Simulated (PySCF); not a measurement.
C₃H₅NO.
SMILES with atom numbers: `[CH2:1]=[N:2][C:3]([CH3:4])=[O:5]` (hydrogens: H6, H7 on C1; H8, H9, H10 on C4)

Cartesian coordinates in Å at the PBE0-D3(BJ)/def2-SVP level; atoms count from 1:
```
atom  x, y, z in Å
C1     1.8805    0.2400   -0.2279
N2     0.7655    0.6901    0.1588
C3    -0.2430   -0.1935    0.5815
C4    -1.5384   -0.0121   -0.1588
O5    -0.0821   -0.9609    1.4976
H6     2.1003   -0.8409   -0.3055
H7     2.6829    0.9396   -0.5028
H8    -2.2731   -0.7430    0.1987
H9    -1.9121    1.0104    0.0005
H10   -1.3803   -0.1297   -1.2421
```

The closed-shell ground state was solved at several levels (PySCF, density fitting, gas phase, non-relativistic).

| level | basis functions | total energy (Eh) | HOMO (eV) | LUMO (eV) | gap (eV) | dipole (D) |
| --- | --- | --- | --- | --- | --- | --- |
| wB97X-D/pcSseg-2 | 250 | -247.2922 | -9.37 | 0.38 | 9.75 | 2.81 |
| wB97X-D/def2-SVPD | 143 | -247.0281 | -9.44 | 0.36 | 9.80 | 2.85 |
| PBE0/pcSseg-1 | 110 | -246.9688 | -7.42 | -1.40 | 6.02 | 2.77 |

Q: Estimate the row for B3LYP/pcJ-1, a basis of 185 functions; the other rows only guide the guess.

A: Total energy -247.2933 Eh, HOMO -7.17 eV, LUMO -1.64 eV, gap 5.53 eV, dipole 2.74 D.

Q: Over all these levels, which gives the widest orbital gap and which the narrowest?

A: wB97X-D/def2-SVPD (range-separated hybrid) has the widest, 9.80 eV, and B3LYP/pcJ-1 (global hybrid, 20 % exact exchange) the narrowest, 5.53 eV. Functional and basis both differ between the two, so the spread mixes both effects.

Q: How far do the dipole and the HOMO energy spread over the levels?

A: The dipole runs from 2.74 to 2.85 D (mean 2.79 D) and the HOMO from -9.44 to -7.17 eV.

One conformer stands for the species.

wB97X-D is run here without its empirical dispersion term; that term would change no orbital, density or response property at a fixed geometry.
